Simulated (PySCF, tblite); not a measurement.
# BH4O−: protonation, part 2 of 2

tblite 0.8.0 and PySCF 2.14.0. Atoms count from 0.

## Step 12: Protonation: PBE0-D3(BJ)/ma-def2-TZVP

This step combines the energies above: geometries from PBE0-D3(BJ)/ma-def2-SVP, zero-point and thermal terms from PBE0-D3(BJ)/ma-def2-SVP.

What the job is given:

```
{"job": {"kind": "pa", "geom": {"xc": "PBE0", "basis": "ma-def2-SVP", "d3": "d3bj", "grid": 1}, "hess": 1, "level": {"xc": "PBE0", "basis": "ma-def2-TZVP", "d3": "d3bj"}}, "charge": -1, "multiplicity": 1}
B     -0.354477     0.000452    -0.022595
O      1.021866    -0.445920    -0.420628
H     -0.519587     1.243541    -0.213863
H     -1.196808    -0.622591    -0.707142
H     -0.586426    -0.224567     1.204087
H      1.643564     0.048546     0.115206
```

Output (the driver's rows laid out field by field):

```text
protonation site by site, PBE0-D3(BJ)/ma-def2-TZVP // PBE0-D3(BJ)/ma-def2-SVP

row 1
  formula                 BH5O
  charge                  0
  multiplicity            1
  smiles                  [BH3-][OH2+]
  kept                    yes
  pieces                  1
  point_group             Cs
  atom                    1
  element                 O
  electronic              1415.83
  enthalpy                1382.4
  free_energy             1352.61
  share_gas               1.0
```

Run time: 40 s. Hardware: 1 thread of Arm Neoverse V2, shared host.

Energy given off on adding a proton (kJ/mol, gas phase, 298 K for the thermal columns):

```
site       product  electronic  enthalpy  free energy
  O1  [BH3-][OH2+]      1415.8    1382.4       1352.6
```

## Step 13: Single point (BH₄O−): wavefunction

Geometry: PBE0-D3(BJ)/ma-def2-SVP.

What the job is given:

```
{"job": {"kind": "sp", "xc": "CCSD(T)", "basis": "ma-def2-TZVP", "grid": 2}, "charge": -1, "multiplicity": 1}
B     -0.354477     0.000452    -0.022595
O      1.021866    -0.445920    -0.420628
H     -0.519587     1.243541    -0.213863
H     -1.196808    -0.622591    -0.707142
H     -0.586426    -0.224567     1.204087
H      1.643564     0.048546     0.115206
```

Method: wavefunction single point, frozen core, gas phase.

Output:

```text
final grid: 43904 points
cycle   1  E = -101.8505233673  dE = -1.818e-01  |g| = 5.517e-01  |ddm| = 1.397e+00
cycle   2  E = -101.8969727906  dE = -4.645e-02  |g| = 3.794e-01  |ddm| = 5.872e-01
cycle   3  E = -101.9212419767  dE = -2.427e-02  |g| = 3.792e-02  |ddm| = 1.866e-01
cycle   4  E = -101.9217617668  dE = -5.198e-04  |g| = 8.259e-03  |ddm| = 5.109e-02
cycle   5  E = -101.9217893750  dE = -2.761e-05  |g| = 1.855e-03  |ddm| = 1.285e-02
cycle   6  E = -101.9217911765  dE = -1.801e-06  |g| = 5.403e-04  |ddm| = 4.782e-03
cycle   7  E = -101.9217913623  dE = -1.858e-07  |g| = 1.447e-04  |ddm| = 1.557e-03
cycle   8  E = -101.9217913779  dE = -1.555e-08  |g| = 2.711e-05  |ddm| = 3.990e-04
cycle   9  E = -101.9217913784  dE = -5.859e-10  |g| = 5.156e-06  |ddm| = 8.415e-05
converged SCF energy = -101.9217913784
E(HF, exact integrals) = -101.9218129219
E(MP2) = -102.3093051591
E(CCSD) = -102.3315958762
E(CCSD(T)) = -102.3449709730
T1 diagnostic = 0.0121
```

Wall time 17 s (1 thread of Arm Neoverse V2, shared host); peak memory 0.68 GiB.

## Step 14: Single point (BH₅O): wavefunction

Geometry: PBE0-D3(BJ)/ma-def2-SVP.

What the job is given:

```
{"job": {"kind": "sp", "xc": "CCSD(T)", "basis": "ma-def2-TZVP", "grid": 2}, "charge": 0, "multiplicity": 1}
B     -0.504844     0.054459    -0.041609
O      1.030487    -0.338162    -0.623364
H     -0.495176     1.269820    -0.097490
H     -1.230587    -0.505702    -0.841453
H     -0.509395    -0.416377     1.086683
H      1.701682     0.044306    -0.044090
H      1.148515    -1.296189    -0.599664
```

Level: wavefunction single point, frozen core, gas phase.

Output:

```text
final grid: 49280 points
cycle   1  E = -102.4326532605  dE = -7.949e-02  |g| = 3.582e-01  |ddm| = 1.434e+00
cycle   2  E = -102.4662035045  dE = -3.355e-02  |g| = 1.084e-01  |ddm| = 3.690e-01
cycle   3  E = -102.4686817613  dE = -2.478e-03  |g| = 4.469e-02  |ddm| = 8.196e-02
cycle   4  E = -102.4691362796  dE = -4.545e-04  |g| = 1.018e-02  |ddm| = 3.112e-02
cycle   5  E = -102.4691667152  dE = -3.044e-05  |g| = 1.814e-03  |ddm| = 1.030e-02
cycle   6  E = -102.4691687153  dE = -2.000e-06  |g| = 4.222e-04  |ddm| = 4.692e-03
cycle   7  E = -102.4691688223  dE = -1.070e-07  |g| = 9.775e-05  |ddm| = 9.634e-04
cycle   8  E = -102.4691688275  dE = -5.260e-09  |g| = 1.935e-05  |ddm| = 1.573e-04
converged SCF energy = -102.4691688275
E(HF, exact integrals) = -102.4691858793
E(MP2) = -102.8459500026
E(CCSD) = -102.8729860774
E(CCSD(T)) = -102.8845490459
T1 diagnostic = 0.0094
```

Run time: 21 s. Hardware: 1 thread of Arm Neoverse V2, shared host; peak memory 0.77 GiB.

## Step 15: Protonation: CCSD(T)/ma-def2-TZVP

This step combines the energies above: geometries from PBE0-D3(BJ)/ma-def2-SVP, zero-point and thermal terms from PBE0-D3(BJ)/ma-def2-SVP.

What the job is given:

```
{"job": {"kind": "pa", "geom": {"xc": "PBE0", "basis": "ma-def2-SVP", "d3": "d3bj", "grid": 1}, "hess": 1, "level": {"xc": "CCSD(T)", "basis": "ma-def2-TZVP"}}, "charge": -1, "multiplicity": 1}
B     -0.354477     0.000452    -0.022595
O      1.021866    -0.445920    -0.420628
H     -0.519587     1.243541    -0.213863
H     -1.196808    -0.622591    -0.707142
H     -0.586426    -0.224567     1.204087
H      1.643564     0.048546     0.115206
```

Output (the driver's rows laid out field by field):

```text
protonation site by site, CCSD(T)/ma-def2-TZVP // PBE0-D3(BJ)/ma-def2-SVP

row 1
  formula                 BH5O
  charge                  0
  multiplicity            1
  smiles                  [BH3-][OH2+]
  kept                    yes
  pieces                  1
  point_group             Cs
  atom                    1
  element                 O
  electronic              1416.66
  enthalpy                1383.23
  free_energy             1353.43
  share_gas               1.0
```

Run time: 38 s. Hardware: 1 thread of Arm Neoverse V2, shared host; peak memory 0.77 GiB.

Energy given off on adding a proton (kJ/mol, gas phase, 298 K for the thermal columns):

```
site       product  electronic  enthalpy  free energy
  O1  [BH3-][OH2+]      1416.7    1383.2       1353.4
```

## Step 16: Single point (BH4O−): wavefunction

Geometry: PBE0-D3(BJ)/ma-def2-SVP.

What the job is given:

```
{"job": {"kind": "sp", "xc": "MP2", "basis": "ma-def2-TZVP", "grid": 2}, "charge": -1, "multiplicity": 1}
B     -0.354477     0.000452    -0.022595
O      1.021866    -0.445920    -0.420628
H     -0.519587     1.243541    -0.213863
H     -1.196808    -0.622591    -0.707142
H     -0.586426    -0.224567     1.204087
H      1.643564     0.048546     0.115206
```

Method: wavefunction single point, frozen core, gas phase.

Output:

```text
final grid: 43904 points
cycle   1  E = -101.8505233673  dE = -1.818e-01  |g| = 5.517e-01  |ddm| = 1.397e+00
cycle   2  E = -101.8969727906  dE = -4.645e-02  |g| = 3.794e-01  |ddm| = 5.872e-01
cycle   3  E = -101.9212419767  dE = -2.427e-02  |g| = 3.792e-02  |ddm| = 1.866e-01
cycle   4  E = -101.9217617668  dE = -5.198e-04  |g| = 8.259e-03  |ddm| = 5.109e-02
cycle   5  E = -101.9217893750  dE = -2.761e-05  |g| = 1.855e-03  |ddm| = 1.285e-02
cycle   6  E = -101.9217911765  dE = -1.801e-06  |g| = 5.403e-04  |ddm| = 4.782e-03
cycle   7  E = -101.9217913623  dE = -1.858e-07  |g| = 1.447e-04  |ddm| = 1.557e-03
cycle   8  E = -101.9217913779  dE = -1.555e-08  |g| = 2.711e-05  |ddm| = 3.990e-04
cycle   9  E = -101.9217913784  dE = -5.859e-10  |g| = 5.156e-06  |ddm| = 8.415e-05
converged SCF energy = -101.9217913784
E(HF, exact integrals) = -101.9218129219
E(MP2) = -102.3093050566
```

Wall time 1.1 s (1 thread of Arm Neoverse V2, shared host).

## Step 17: Single point (BH₅O): wavefunction

Geometry: PBE0-D3(BJ)/ma-def2-SVP.

What the job is given:

```
{"job": {"kind": "sp", "xc": "MP2", "basis": "ma-def2-TZVP", "grid": 2}, "charge": 0, "multiplicity": 1}
B     -0.504844     0.054459    -0.041609
O      1.030487    -0.338162    -0.623364
H     -0.495176     1.269820    -0.097490
H     -1.230587    -0.505702    -0.841453
H     -0.509395    -0.416377     1.086683
H      1.701682     0.044306    -0.044090
H      1.148515    -1.296189    -0.599664
```

Level: wavefunction single point, frozen core, gas phase.

Output:

```text
final grid: 49280 points
cycle   1  E = -102.4326532605  dE = -7.949e-02  |g| = 3.582e-01  |ddm| = 1.434e+00
cycle   2  E = -102.4662035045  dE = -3.355e-02  |g| = 1.084e-01  |ddm| = 3.690e-01
cycle   3  E = -102.4686817613  dE = -2.478e-03  |g| = 4.469e-02  |ddm| = 8.196e-02
cycle   4  E = -102.4691362796  dE = -4.545e-04  |g| = 1.018e-02  |ddm| = 3.112e-02
cycle   5  E = -102.4691667152  dE = -3.044e-05  |g| = 1.814e-03  |ddm| = 1.030e-02
cycle   6  E = -102.4691687153  dE = -2.000e-06  |g| = 4.222e-04  |ddm| = 4.692e-03
cycle   7  E = -102.4691688223  dE = -1.070e-07  |g| = 9.775e-05  |ddm| = 9.634e-04
cycle   8  E = -102.4691688275  dE = -5.260e-09  |g| = 1.935e-05  |ddm| = 1.573e-04
converged SCF energy = -102.4691688275
E(HF, exact integrals) = -102.4691858793
E(MP2) = -102.8459501278
```

Run time: 1.2 s. Hardware: 1 thread of Arm Neoverse V2, shared host.

## Step 18: Protonation: MP2/ma-def2-TZVP

This step combines the energies above: geometries from PBE0-D3(BJ)/ma-def2-SVP, zero-point and thermal terms from PBE0-D3(BJ)/ma-def2-SVP.

What the job is given:

```
{"job": {"kind": "pa", "geom": {"xc": "PBE0", "basis": "ma-def2-SVP", "d3": "d3bj", "grid": 1}, "hess": 1, "level": {"xc": "MP2", "basis": "ma-def2-TZVP"}}, "charge": -1, "multiplicity": 1}
B     -0.354477     0.000452    -0.022595
O      1.021866    -0.445920    -0.420628
H     -0.519587     1.243541    -0.213863
H     -1.196808    -0.622591    -0.707142
H     -0.586426    -0.224567     1.204087
H      1.643564     0.048546     0.115206
```

Output (the driver's rows laid out field by field):

```text
protonation site by site, MP2/ma-def2-TZVP // PBE0-D3(BJ)/ma-def2-SVP

row 1
  formula                 BH5O
  charge                  0
  multiplicity            1
  smiles                  [BH3-][OH2+]
  kept                    yes
  pieces                  1
  point_group             Cs
  atom                    1
  element                 O
  electronic              1408.96
  enthalpy                1375.53
  free_energy             1345.73
  share_gas               1.0
```

Wall time 2.4 s (1 thread of Arm Neoverse V2, shared host).

Energy given off on adding a proton (kJ/mol, gas phase, 298 K for the thermal columns):

```
site       product  electronic  enthalpy  free energy
  O1  [BH3-][OH2+]      1409.0    1375.5       1345.7
```

## Step 19: Single point (BH4O−): HF/ma-def2-TZVP

Geometry: PBE0-D3(BJ)/ma-def2-SVP.

What the job is given:

```
{"job": {"kind": "sp", "xc": "HF", "basis": "ma-def2-TZVP", "grid": 2}, "charge": -1, "multiplicity": 1}
B     -0.354477     0.000452    -0.022595
O      1.021866    -0.445920    -0.420628
H     -0.519587     1.243541    -0.213863
H     -1.196808    -0.622591    -0.707142
H     -0.586426    -0.224567     1.204087
H      1.643564     0.048546     0.115206
```

Output:

```text
final grid: 43904 points
cycle   1  E = -101.8505233673  dE = -1.818e-01  |g| = 5.517e-01  |ddm| = 1.397e+00
cycle   2  E = -101.8969727906  dE = -4.645e-02  |g| = 3.794e-01  |ddm| = 5.872e-01
cycle   3  E = -101.9212419767  dE = -2.427e-02  |g| = 3.792e-02  |ddm| = 1.866e-01
cycle   4  E = -101.9217617668  dE = -5.198e-04  |g| = 8.259e-03  |ddm| = 5.109e-02
cycle   5  E = -101.9217893750  dE = -2.761e-05  |g| = 1.855e-03  |ddm| = 1.285e-02
cycle   6  E = -101.9217911765  dE = -1.801e-06  |g| = 5.403e-04  |ddm| = 4.782e-03
cycle   7  E = -101.9217913623  dE = -1.858e-07  |g| = 1.447e-04  |ddm| = 1.557e-03
cycle   8  E = -101.9217913779  dE = -1.555e-08  |g| = 2.711e-05  |ddm| = 3.990e-04
cycle   9  E = -101.9217913784  dE = -5.859e-10  |g| = 5.156e-06  |ddm| = 8.415e-05
converged SCF energy = -101.9217913784
```

It took 0.25 s on 1 thread of Arm Neoverse V2, shared host.

## Step 20: Single point (BH₅O): HF/ma-def2-TZVP

Geometry: PBE0-D3(BJ)/ma-def2-SVP.

What the job is given:

```
{"job": {"kind": "sp", "xc": "HF", "basis": "ma-def2-TZVP", "grid": 2}, "charge": 0, "multiplicity": 1}
B     -0.504844     0.054459    -0.041609
O      1.030487    -0.338162    -0.623364
H     -0.495176     1.269820    -0.097490
H     -1.230587    -0.505702    -0.841453
H     -0.509395    -0.416377     1.086683
H      1.701682     0.044306    -0.044090
H      1.148515    -1.296189    -0.599664
```

Output:

```text
final grid: 49280 points
cycle   1  E = -102.4326532605  dE = -7.949e-02  |g| = 3.582e-01  |ddm| = 1.434e+00
cycle   2  E = -102.4662035045  dE = -3.355e-02  |g| = 1.084e-01  |ddm| = 3.690e-01
cycle   3  E = -102.4686817613  dE = -2.478e-03  |g| = 4.469e-02  |ddm| = 8.196e-02
cycle   4  E = -102.4691362796  dE = -4.545e-04  |g| = 1.018e-02  |ddm| = 3.112e-02
cycle   5  E = -102.4691667152  dE = -3.044e-05  |g| = 1.814e-03  |ddm| = 1.030e-02
cycle   6  E = -102.4691687153  dE = -2.000e-06  |g| = 4.222e-04  |ddm| = 4.692e-03
cycle   7  E = -102.4691688223  dE = -1.070e-07  |g| = 9.775e-05  |ddm| = 9.634e-04
cycle   8  E = -102.4691688275  dE = -5.260e-09  |g| = 1.935e-05  |ddm| = 1.573e-04
converged SCF energy = -102.4691688275
```

Run time: 0.28 s. Hardware: 1 thread of Arm Neoverse V2, shared host.

## Step 21: Protonation: HF/ma-def2-TZVP

This step combines the energies above: geometries from PBE0-D3(BJ)/ma-def2-SVP, zero-point and thermal terms from PBE0-D3(BJ)/ma-def2-SVP.

What the job is given:

```
{"job": {"kind": "pa", "geom": {"xc": "PBE0", "basis": "ma-def2-SVP", "d3": "d3bj", "grid": 1}, "hess": 1, "level": {"xc": "HF", "basis": "ma-def2-TZVP"}}, "charge": -1, "multiplicity": 1}
B     -0.354477     0.000452    -0.022595
O      1.021866    -0.445920    -0.420628
H     -0.519587     1.243541    -0.213863
H     -1.196808    -0.622591    -0.707142
H     -0.586426    -0.224567     1.204087
H      1.643564     0.048546     0.115206
```

Output (the driver's rows laid out field by field):

```text
protonation site by site, HF/ma-def2-TZVP // PBE0-D3(BJ)/ma-def2-SVP

row 1
  formula                 BH5O
  charge                  0
  multiplicity            1
  smiles                  [BH3-][OH2+]
  kept                    yes
  pieces                  1
  point_group             Cs
  atom                    1
  element                 O
  electronic              1437.14
  enthalpy                1403.7
  free_energy             1373.91
  share_gas               1.0
```

It took 0.6 s on 1 thread of Arm Neoverse V2, shared host.

Energy given off on adding a proton (kJ/mol, gas phase, 298 K for the thermal columns):

```
site       product  electronic  enthalpy  free energy
  O1  [BH3-][OH2+]      1437.1    1403.7       1373.9
```

## Step 22: Outcome

This closing draws on all 2 parts.

```
                                            quantity                     value
           strongest single infrared mode (GFN2-xTB)     1882 cm⁻¹, 829 km/mol
                        zero-point energy (GFN2-xTB)             24.9 kcal/mol
                                         point group                        Cs
                rotational constants (main isotopes)  101.33, 22.24, 21.49 GHz
proton affinity (−ΔH), O1 (PBE0-D3(BJ)/ma-def2-TZVP)             1382.4 kJ/mol
    proton affinity (−ΔH), O1 (CCSD(T)/ma-def2-TZVP)             1383.2 kJ/mol
        proton affinity (−ΔH), O1 (MP2/ma-def2-TZVP)             1375.5 kJ/mol
         proton affinity (−ΔH), O1 (HF/ma-def2-TZVP)             1403.7 kJ/mol
```

No mode is imaginary among the 12: a minimum at this level. The strongest single mode, at 1882 cm⁻¹, moves mainly H4 and H2. Unscaled tight-binding wavenumbers are off by several per cent, some by more. Its intensities can rank the bands wrongly. Over 3 steps the energy fell by 0.024 eV; of the close pairs, B0–H3 changed most, 1.218 to 1.252 Å (PBE0/ma-def2-SVP). The proton affinity (−ΔH) at O1 is 1382.4 kJ/mol at PBE0-D3(BJ)/ma-def2-TZVP; zero-point and thermal terms move it by -33.4 kJ/mol from the electronic value.
